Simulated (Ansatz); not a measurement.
**doublet C2H5N+ at 3 levels**

Aim: a comparison of 3 runs (U-revPBE/def2-SVPD, UB3LYP/def2-SVPD, UCCSD(T)/def2-SVPD) of doublet C2H5N+. 

Program for the calculation: Ansatz 0.2.0.

48 further runs of the same task are left out: 48 set aside as unsound or not needed.

## 1. The structure to begin with

C2H5N+: 8 atoms, total charge +1, spin state doublet. As SMILES of the parent species, `C1CN1`. Geometry: relaxed at PBE0-D4/def2-TZVP. That shape belongs to the parent species and isn't relaxed for this state.

Bond lengths: C1–C2 1.474 Å, C1–N3 1.458 Å, C2–N3 1.458 Å, C1–H4 1.085 Å, C1–H5 1.084 Å, C2–H6 1.084 Å, C2–H7 1.085 Å, N3–H8 1.013 Å. Some angles: C1–C2–N3 59.6°, C2–C1–N3 59.6°, C1–N3–C2 60.7°, C1–C2–H6 119.8°, C1–C2–H7 117.8°, N3–C2–H6 114.9°, N3–C2–H7 118.8°, C2–C1–H4 117.8°, C2–C1–H5 119.8°, N3–C1–H4 118.8°.

## 2. The energy at U-revPBE/def2-SVPD (run 1)

File in.yaml:

```yaml
crystal:
  periodic: [false, false, false]
  atoms:
    - {symbol: C, position_ang: [-0.441950, 0.372860, -0.526630]}
    - {symbol: C, position_ang: [0.701820, 0.041300, 0.342680]}
    - {symbol: "N", position_ang: [-0.646410, -0.379240, 0.705850]}
    - {symbol: H, position_ang: [-0.523890, -0.146250, -1.476300]}
    - {symbol: H, position_ang: [-0.850360, 1.377350, -0.521460]}
    - {symbol: H, position_ang: [1.130680, 0.803020, 0.984310]}
    - {symbol: H, position_ang: [1.406100, -0.705720, -0.009460]}
    - {symbol: H, position_ang: [-0.775990, -1.363310, 0.501020]}
basis:
  gaussian: {orbitals: def2-SVPD}
total_charge: 1
magnetization: {spin_polarized: true, initial_magnetization: 1}
hamiltonian: {xc: {name: revPBE}}
accuracy: high
output: {orbitals: {seedname: orbitals}}
```

The run is started by

```bash
$ ansatz run in.yaml --threads 1 --pin off --max-ram 3480MiB --events-out events.jsonl --progress --plain --runs-dir runs
```

Output:

```text
Warning: RAYON_NUM_THREADS=1 ignored (pool sized by the plan → 1); use --threads N
Functional definition: revPBE
  name "revPBE"
  parameter kappa = 1.245
  parameter beta = 0.06672455060314922
  exchange = pbe_x(kappa = kappa, mu = beta*pi^2/3)
  correlation = pbe_c(beta = beta)
2065 factors; integrals over basis functions are off by at most 3.2e-9 eV
mean field evaluation 1: about -3621.2927 eV, gradient 4.5e1 eV
mean field evaluation 2: about -3610.5281 eV, gradient 6.3e1 eV
mean field evaluation 4: about -3630.8520 eV, gradient 8.8e0 eV
mean field evaluation 8: about -3631.1885 eV, gradient 5.1e-2 eV
mean field evaluation 16: about -3631.1885 eV, gradient 1.7e-5 eV
mean field -3631.18853949 eV, -133.4437175184 hartree, gradient 8.6e-8 eV, S^2 0.752287; 0 other end points of the search recorded, 0 dependent functions left out
reference -3631.18854407 eV, -133.4437176865 hartree; 12, 11 occupied and 88, 89 virtual orbitals, 2065 factors
Total energy: -3631.18854407 eV, -133.4437176865 hartree
```

Run time: 6.9 s. Hardware: 1 thread of Arm Neoverse V2, shared host; peak memory 0.3 GiB.

## 3. The energy at UB3LYP/def2-SVPD (run 2)

File job.yaml:

```yaml
basis:
  gaussian:
    orbitals: def2-SVPD
crystal:
  periodic: [false, false, false]
  atoms:
    - {symbol: C, position_ang: [-0.441950, 0.372860, -0.526630]}
    - {symbol: C, position_ang: [0.701820, 0.041300, 0.342680]}
    - {symbol: "N", position_ang: [-0.646410, -0.379240, 0.705850]}
    - {symbol: H, position_ang: [-0.523890, -0.146250, -1.476300]}
    - {symbol: H, position_ang: [-0.850360, 1.377350, -0.521460]}
    - {symbol: H, position_ang: [1.130680, 0.803020, 0.984310]}
    - {symbol: H, position_ang: [1.406100, -0.705720, -0.009460]}
    - {symbol: H, position_ang: [-0.775990, -1.363310, 0.501020]}
accuracy: high
total_charge: 1
output: {orbitals: {seedname: orbitals}}
magnetization:
  spin_polarized: true
  initial_magnetization: 1
hamiltonian:
  xc: {name: B3LYP}
```

The run is started by

```bash
$ ansatz run job.yaml --threads 1 --pin off --max-ram 3480MiB --events-out events.jsonl --progress --plain --runs-dir runs
```

Output:

```text
Warning: RAYON_NUM_THREADS=1 ignored (pool sized by the plan → 1); use --threads N
Functional definition: B3LYP
  name "B3LYP"
  parameter a0 = 0.2
  parameter ax = 0.72
  parameter ac = 0.81
  exchange = (1 - a0 - ax)*slater_x + ax*b88_x + a0*exact_x
  correlation = (1 - ac)*vwn_rpa_c + ac*lyp_c
2065 factors; integrals over basis functions are off by at most 3.2e-9 eV
mean field evaluation 1: about -3623.9954 eV, gradient 4.1e1 eV
mean field evaluation 2: about -3622.0179 eV, gradient 4.6e1 eV
mean field evaluation 4: about -3631.8900 eV, gradient 2.2e0 eV
mean field evaluation 8: about -3632.0226 eV, gradient 9.1e-2 eV
mean field evaluation 16: about -3632.0227 eV, gradient 1.3e-4 eV
mean field -3632.02268502 eV, -133.4743718012 hartree, gradient 4.8e-8 eV, S^2 0.753304; 0 other end points of the search recorded, 0 dependent functions left out
reference -3632.02272108 eV, -133.4743731264 hartree; 12, 11 occupied and 88, 89 virtual orbitals, 2065 factors
Total energy: -3632.02272108 eV, -133.4743731264 hartree
```

Wall time 9 s (1 thread of Arm Neoverse V2, shared host); peak memory 0.37 GiB.

## 4. A single-point energy at UCCSD(T)/def2-SVPD (run 3)

File run.yaml:

```yaml
crystal:
  periodic: [false, false, false]
  atoms:
    - symbol: C
      position_ang: [-0.441950, 0.372860, -0.526630]
    - symbol: C
      position_ang: [0.701820, 0.041300, 0.342680]
    - symbol: "N"
      position_ang: [-0.646410, -0.379240, 0.705850]
    - symbol: H
      position_ang: [-0.523890, -0.146250, -1.476300]
    - symbol: H
      position_ang: [-0.850360, 1.377350, -0.521460]
    - symbol: H
      position_ang: [1.130680, 0.803020, 0.984310]
    - symbol: H
      position_ang: [1.406100, -0.705720, -0.009460]
    - symbol: H
      position_ang: [-0.775990, -1.363310, 0.501020]
basis:
  gaussian:
    orbitals: def2-SVPD
total_charge: 1
magnetization:
  spin_polarized: true
  initial_magnetization: 1
correlation:
  method: ccsd_t
  frozen_orbitals: {C: 1, H: 0, "N": 1}
accuracy: high
scf:
  omitted_lower_state_checks: [cluster_reference, increment]
```

The run is started by

```bash
$ ansatz run run.yaml --threads 1 --pin off --max-ram 3480MiB --events-out events.jsonl --progress --plain --runs-dir runs
```

Output:

```text
Warning: RAYON_NUM_THREADS=1 ignored (pool sized by the plan → 1); use --threads N
[... 12 lines left out ...]
3 core orbitals not correlated: weight in the atoms' cores, before any rotation towards them, 1.000 or more for the frozen orbitals, at most 0.000 for the correlated occupied ones
[... 28 lines left out ...]
Total energy: -3622.05834658 eV, -133.1081891176 hartree
Checks for a lower state left out: cluster_reference, increment
```

Wall time 61 s (1 thread of Arm Neoverse V2, shared host); peak memory 1.6 GiB.

## 5. The series

| run | level | frozen core orbitals | energy (Eh) | HOMO energy (eV) | LUMO energy (eV) | ⟨S²⟩ | wall time |
| --- | --- | --- | --- | --- | --- | --- | --- |
| 1 | U-revPBE/def2-SVPD | – | -133.443718 | -15.18 | -13.47 | 0.752 | 6.9 s |
| 2 | UB3LYP/def2-SVPD | – | -133.474373 | -16.44 | -12.63 | 0.753 | 9 s |
| 3 | UCCSD(T)/def2-SVPD | 3 | -133.108189 | – | – | 0.761 | 61 s |

## 6. Outcome

```
                                          quantity          value
                               run 3: total energy  -133.10819 Eh
run 3: correlation energy (3 core orbitals frozen)     -474.9 mEh
                             run 3: (T) correction     -15.72 mEh
          run 3: ⟨S²⟩ of the reference determinant          0.761
                              run 3: T1 diagnostic          0.024
```

In words: Totals of different functionals can't be ranked against each other. All runs together took 77 s, the longest 61 s.
